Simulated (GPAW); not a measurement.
**One shape, several levels: CH3AlS (SMILES [AlH2][CH]=S)**

We compute a comparison of 3 runs (PBE/real-space grid, PBE/dzp, vdW-DF2/dzp) of CH3AlS. Input form: an ASE script.

The results are computed with GPAW 26.7.0.

3 further runs of the same task are left out: 3 set aside as unsound or not needed.

## (1) Starting point

CH3AlS: 6 atoms, total charge 0, spin state singlet. As SMILES, `[AlH2][CH]=S`. Geometry: a GFN2-xTB relaxation, a rough one for these elements and not checked as a minimum.

Bond lengths: Al1–C2 2.004 Å, Al1–S3 2.362 Å, C2–S3 1.666 Å, Al1–H4 1.536 Å, Al1–H5 1.535 Å, C2–H6 1.090 Å. Angles: Al1–C2–S3 79.6°, C2–Al1–S3 43.9°, Al1–S3–C2 56.5°, Al1–C2–H6 165.9°, S3–C2–H6 114.5°, C2–Al1–H4 118.8°, C2–Al1–H5 119.0°, S3–Al1–H4 112.0°, S3–Al1–H5 111.7°, H4–Al1–H5 122.0°.

## (2) The charge distribution at PBE/real-space grid (scalar-relativistic datasets) (run 1)

Input file molecule.xyz:

```xyz
6

Al    -0.654320     0.061580    -0.622540
C      0.807530     0.392570     0.707010
S      0.681700    -1.265520     0.803920
H     -2.114440     0.125320    -0.148920
H     -0.284830    -0.142100    -2.098930
H      1.564350     0.828150     1.359460
```

Input file molecule_sp.py:

```python
import numpy as np
from ase.io import read
from ase.units import Debye
from gpaw import GPAW

# Set up the molecule
mol = read('molecule.xyz')
mol.center(vacuum=4.5)

# Ground state
dft = GPAW(mode='fd', h=0.18, xc='PBE', maxiter=150, txt='-')
mol.calc = dft

energy = mol.get_potential_energy()
print(f'Energy: {energy:.5f} eV')
forces = mol.get_forces()
print('Forces (eV/Ang)')
for symbol, f in zip(mol.symbols, forces):
    print(f'{symbol:2} {f[0]:9.4f} {f[1]:9.4f} {f[2]:9.4f}')
dipole = mol.get_dipole_moment() / Debye
print(f'Dipole                  {np.linalg.norm(dipole):.3f} D')
homo, lumo = dft.get_homo_lumo()
print(f'HOMO = {homo:.3f} eV')
print(f'LUMO: {lumo:.3f} eV')
print(f'Gap                     {lumo - homo:.3f} eV')
```

Started as:

```bash
python molecule_sp.py > molecule_sp.log
```

Standard output:

```text
[...]
Number of symmetries: 1
[...]
  Number of IBZ points: 1
[...]
Spin-components: 1 (collinear spins)
Bands:           14
[...]
  Valence electrons: 16.0
[...]
  Grid points: [72 60 68]
  Charge: 0.0  # |e|
[...]
    cutoffs:
[...]
occupation numbers:
  # Zero width
[...]
xc functional:
  name: PBE with 2 nearest neighbor stencil
[...]
|iter     |     time |      energy | eigst |  dens |
[...]
|iter:   1| 00:00:18 |  -27.415689 | +1.10 |       |
[...]
|iter:  14| 00:01:42 |  -24.858798c| -7.55c| -5.68c|
Converged in 14 steps
[...]
Energy contributions relative to reference atoms: (reference = -18526.141765)
Energy contributions:
  Kinetic:          29.558750
  Coulomb:         -30.542292
  Zero:              0.204721
  External:          0.000000
  Xc:              -24.079977
  Entropy:           0.000000
  Spinorbit:         0.000000
  ----------------------------
  Free energy:     -24.858798
  Extrapolated:    -24.858798
dipole moment: (0.268345, 0.086755, 0.239372)  # |e|*Ang
Fermi level: -5.203
Eigenvalues  # (at kpt = [0.000, 0.000, 0.000])
| band index |      eig [eV] | occ [0-2] |
|------------|---------------|-----------|
|          0 |       -20.534 |     2.000 |
|          1 |       -14.642 |     2.000 |
|          2 |       -11.597 |     2.000 |
|          3 |        -9.691 |     2.000 |
|          4 |        -8.845 |     2.000 |
|          5 |        -8.022 |     2.000 |
|          6 |        -6.886 |     2.000 |
|          7 |        -6.266 |     2.000 |
|          8 |        -4.140 |     0.000 |
|          9 |        -1.060 |     0.000 |
|         10 |        -0.650 |     0.000 |
|         11 |         0.228 |     0.000 |
[...]
Gap: 2.126 eV
Transition (v -> c):
[...]
Forces (eV/Ang)
Al    0.5091    0.0745    0.4827
C    -0.2941   -0.7133   -0.1801
S     0.1302    0.0403    0.1540
H    -0.7185    0.1721    0.3387
H     0.3027    0.0180   -0.7589
H     0.0689    0.4060    0.0100
Dipole                  1.777 D
HOMO = -6.266 eV
LUMO: -4.140 eV
Gap                     2.126 eV
```

Wall time 1.8 min (1 thread of AMD EPYC (Zen 3), shared host); peak memory 0.71 GiB.

## (3) The charge distribution at PBE/dzp (scalar-relativistic datasets) (run 2)

Input file mol.xyz:

```xyz
6

Al    -0.654320     0.061580    -0.622540
C      0.807530     0.392570     0.707010
S      0.681700    -1.265520     0.803920
H     -2.114440     0.125320    -0.148920
H     -0.284830    -0.142100    -2.098930
H      1.564350     0.828150     1.359460
```

Input file sp.py:

```python
import numpy as np
from ase.io import read
from ase.units import Debye
from gpaw import GPAW

# Set up the molecule
atoms = read("mol.xyz")
atoms.center(vacuum=4.5)

# Ground state
gpaw_calc = GPAW(mode="lcao", basis="dzp", h=0.18, xc="PBE", maxiter=150, txt="-")
atoms.calc = gpaw_calc

energy = atoms.get_potential_energy()
print(f"Energy                  {energy:.5f} eV")
forces = atoms.get_forces()
print("Forces (eV/Ang)")
for symbol, f in zip(atoms.symbols, forces):
    print(f'{symbol:2} {f[0]:9.4f} {f[1]:9.4f} {f[2]:9.4f}')
dipole = atoms.get_dipole_moment() / Debye
print(f"Dipole = {np.linalg.norm(dipole):.3f} D")
homo, lumo = gpaw_calc.get_homo_lumo()
print(f"HOMO: {homo:.3f} eV")
print(f"LUMO = {lumo:.3f} eV")
print(f"Gap                     {lumo - homo:.3f} eV")
```

Started as:

```bash
python sp.py > sp.log
```

Standard output:

```text
[...]
Number of symmetries: 1
[...]
  Number of IBZ points: 1
[...]
basis functions: 54
Spin-components: 1 (collinear spins)
Bands:           14
[...]
  Valence electrons: 16.0
[...]
  Grid points: [72 60 68]
  Charge: 0.0  # |e|
[...]
    cutoffs:
[...]
occupation numbers:
  # Zero width
[...]
xc functional:
  name: PBE with 2 nearest neighbor stencil
[...]
|iter     |     time |      energy | eigst |  dens |
[...]
|iter:   1| 00:00:27 |  -25.669681 |      c|       |
[...]
|iter:   9| 00:00:52 |  -23.907832c|      c| -4.16c|
Converged in 9 steps
[...]
Energy contributions relative to reference atoms: (reference = -18526.141765)
Energy contributions:
  Kinetic:          28.023159
  Coulomb:         -27.877542
  Zero:              0.027089
  External:          0.000000
  Xc:              -24.080539
  Entropy:           0.000000
  Spinorbit:         0.000000
  ----------------------------
  Free energy:     -23.907832
  Extrapolated:    -23.907832
dipole moment: (0.292948, 0.037764, 0.268999)  # |e|*Ang
Fermi level: -4.979
Eigenvalues  # (at kpt = [0.000, 0.000, 0.000])
| band index |      eig [eV] | occ [0-2] |
|------------|---------------|-----------|
|          0 |       -20.441 |     2.000 |
|          1 |       -14.507 |     2.000 |
|          2 |       -11.474 |     2.000 |
|          3 |        -9.551 |     2.000 |
|          4 |        -8.682 |     2.000 |
|          5 |        -7.877 |     2.000 |
|          6 |        -6.733 |     2.000 |
|          7 |        -6.088 |     2.000 |
|          8 |        -3.871 |     0.000 |
|          9 |        -0.713 |     0.000 |
|         10 |         0.265 |     0.000 |
|         11 |         1.508 |     0.000 |
[...]
Gap: 2.217 eV
Transition (v -> c):
[...]
Forces (eV/Ang)
Al    0.3585    0.1299    0.3358
C    -0.6869   -0.5657   -0.5714
S     0.1897   -0.4292    0.2507
H    -0.7085    0.1767    0.3424
H     0.3074    0.0260   -0.7423
H     0.5214    0.6563    0.4020
Dipole = 1.919 D
HOMO: -6.088 eV
LUMO = -3.871 eV
Gap                     2.217 eV
```

Wall time 55 s (1 thread of AMD EPYC (Zen 3), shared host); peak memory 0.72 GiB.

## (4) The charge distribution at vdW-DF2/dzp (scalar-relativistic datasets) (run 3)

Input file run.xyz:

```xyz
6

Al    -0.654320     0.061580    -0.622540
C      0.807530     0.392570     0.707010
S      0.681700    -1.265520     0.803920
H     -2.114440     0.125320    -0.148920
H     -0.284830    -0.142100    -2.098930
H      1.564350     0.828150     1.359460
```

Input file run_sp.py:

```python
import numpy as np
from ase.io import read
from ase.units import Debye
from gpaw import GPAW
from gpaw.utilities.adjust_cell import adjust_cell

molecule = read("run.xyz")
adjust_cell(molecule, 4.5, h=0.16)

calculator = GPAW(mode="lcao",
                  maxiter=120,
                  xc={"name": "vdW-DF2", "backend": "libvdwxc"},
                  h=0.16,
                  basis="dzp",
                  txt="-")
molecule.calc = calculator

energy = molecule.get_potential_energy()
print(f"Energy                  {energy:.5f} eV")
forces = molecule.get_forces()
print("Forces (eV/Ang)")
for symbol, f in zip(molecule.symbols, forces):
    print(f'{symbol:2} {f[0]:9.4f} {f[1]:9.4f} {f[2]:9.4f}')
dipole = molecule.get_dipole_moment() / Debye
print(f"Dipole                  {np.linalg.norm(dipole):.3f} D")
homo, lumo = calculator.get_homo_lumo()
print(f"HOMO = {homo:.3f} eV")
print(f"LUMO: {lumo:.3f} eV")
print(f"Gap = {lumo - homo:.3f} eV")
```

Started as:

```bash
python run_sp.py > run_sp.log
```

Standard output:

```text
[...]
Number of symmetries: 1
[...]
  Number of IBZ points: 1
[...]
basis functions: 54
Spin-components: 1 (collinear spins)
Bands:           14
[...]
  Valence electrons: 16.0
[...]
  Grid points: [80 72 80]
  Charge: 0.0  # |e|
[...]
    cutoffs:
[...]
occupation numbers:
  # Zero width
[...]
xc functional:
  name: vdW-DF2 with libvdwxc
[...]
|iter     |     time |      energy | eigst |  dens |
[...]
|iter:   1| 00:01:22 |  -90.809301 |      c|       |
[...]
|iter:   9| 00:03:33 |  -88.676187c|      c| -4.01c|
Converged in 9 steps
[...]
Energy contributions relative to reference atoms: (reference = -18526.141765)
Energy contributions:
  Kinetic:          30.962379
  Coulomb:         -30.042261
  Zero:             -0.007205
  External:          0.000000
  Xc:              -89.589100
  Entropy:           0.000000
  Spinorbit:         0.000000
  ----------------------------
  Free energy:     -88.676187
  Extrapolated:    -88.676187
dipole moment: (0.279924, 0.040504, 0.256190)  # |e|*Ang
Fermi level: -5.225
Eigenvalues  # (at kpt = [0.000, 0.000, 0.000])
| band index |      eig [eV] | occ [0-2] |
|------------|---------------|-----------|
|          0 |       -20.571 |     2.000 |
|          1 |       -14.740 |     2.000 |
|          2 |       -11.691 |     2.000 |
|          3 |        -9.814 |     2.000 |
|          4 |        -8.801 |     2.000 |
|          5 |        -8.167 |     2.000 |
|          6 |        -7.131 |     2.000 |
|          7 |        -6.370 |     2.000 |
|          8 |        -4.079 |     0.000 |
|          9 |        -1.022 |     0.000 |
|         10 |        -0.009 |     0.000 |
|         11 |         1.188 |     0.000 |
[...]
Gap: 2.291 eV
Transition (v -> c):
[...]
Forces (eV/Ang)
Al    0.0410    0.1771    0.0336
C    -0.5770   -0.1817   -0.5295
S     0.2669   -0.8870    0.4281
H    -0.3550    0.1730    0.2072
H     0.2010    0.1055   -0.4103
H     0.4174    0.6281    0.3119
Dipole                  1.833 D
HOMO = -6.370 eV
LUMO: -4.079 eV
Gap = 2.291 eV
```

Wall time 3.6 min (1 thread of AMD EPYC (Zen 3), shared host); peak memory 2.4 GiB.

## (5) The series

```
run                                               level  mode  grid spacing  energy (Eh)  dipole moment (D)  HOMO energy (eV)  LUMO energy (eV)  wall time
  1  PBE/real-space grid (scalar-relativistic datasets)    fd          0.18  -681.736696               1.78             -6.27             -4.14    1.8 min
  2              PBE/dzp (scalar-relativistic datasets)  lcao          0.18  -681.701749               1.92             -6.09             -3.87       55 s
  3          vdW-DF2/dzp (scalar-relativistic datasets)  lcao          0.16  -684.081942               1.83             -6.37             -4.08    3.6 min
```

## (6) Results

| quantity | value |
| --- | --- |
| run 3: energy as printed (from the program's reference atoms) | -88.6762 eV |
| run 3: dipole moment | 1.83 D |
| run 3: HOMO energy | -6.37 eV |
| run 3: LUMO energy | -4.08 eV |
| run 3: HOMO–LUMO gap | 2.29 eV |
| run 3: largest force on an atom | 1.020 eV/Å |

What this shows: The dipole moment (its size) runs from 1.78 D (PBE/real-space grid) to 1.92 D (PBE/dzp). The HOMO–LUMO gap runs from 2.13 eV (PBE/real-space grid) to 2.29 eV (vdW-DF2/dzp). The two ends differ in method and basis. Totals of different functionals can't be ranked against each other. All runs together took 6.3 min, the longest 3.6 min.
